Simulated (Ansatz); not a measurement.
Density of states of CaP2Ru2 (I4/mmm, a = 4.030 Å, b = 4.030 Å, c = 9.642 Å, α = 90.00°, β = 90.00°, γ = 90.00°), in states per eV and primitive cell, averaged over bins of 0.5 eV. All numbers below come from Ansatz 0.2.0, DFT PBEsol, scalar-relativistic, plane waves, PAW.

Plane waves to 420 eV, a k mesh through Γ of 12×12×12 on the computed 5-atom cell and Gaussian smearing (0.10 eV); no spin polarisation.

The cell is relaxed at this level. The states (both spins) are summed by tetrahedra on a 18×18×18 mesh at the self-consistent density. Energies are bin centres; the table starts no lower than −8 eV and ends at 6 eV, or lower where the solved bands end.

It is a metal at this level.

```csv
E − E_F (eV),total,Ru 4d,P 3p,P 3s,Ru 5s
-7.00,0.87,0.30,0.48,0.01,0.04
-6.50,2.80,0.86,1.48,0.02,0.29
-6.00,3.21,1.13,1.66,0.03,0.21
-5.50,3.84,1.71,1.91,0.02,0.11
-5.00,2.41,0.89,1.37,0.01,0.08
-4.50,6.32,3.18,2.72,0.10,0.13
-4.00,2.57,1.68,0.73,0.05,0.03
-3.50,3.72,2.40,0.86,0.09,0.05
-3.00,3.79,2.65,0.77,0.08,0.04
-2.50,3.15,2.57,0.33,0.03,0.03
-2.00,5.00,4.40,0.23,0.04,0.06
-1.50,4.32,3.65,0.28,0.07,0.05
-1.00,2.68,2.13,0.22,0.09,0.03
-0.50,2.61,1.64,0.41,0.14,0.07
0.00,1.42,0.69,0.32,0.07,0.05
0.50,1.62,0.68,0.40,0.05,0.06
1.00,2.80,1.50,0.73,0.08,0.05
1.50,3.97,2.08,1.07,0.15,0.13
2.00,2.33,0.77,0.83,0.13,0.09
2.50,2.12,0.50,0.74,0.12,0.13
3.00,1.92,0.32,0.51,0.11,0.15
3.50,2.14,0.24,0.33,0.21,0.21
4.00,3.55,0.28,0.34,0.18,0.28
4.50,5.81,0.47,0.66,0.16,0.23
5.00,6.68,0.57,0.97,0.15,0.14
```

The columns after the total are the main Löwdin projections on the occupied valence shells of the potentials; 4 others are left out. The rest of the total lies in those, in shells that are empty in the free atom, which aren't projected, and between the atoms.

Whether CaP2Ru2 exists in this form wasn't checked.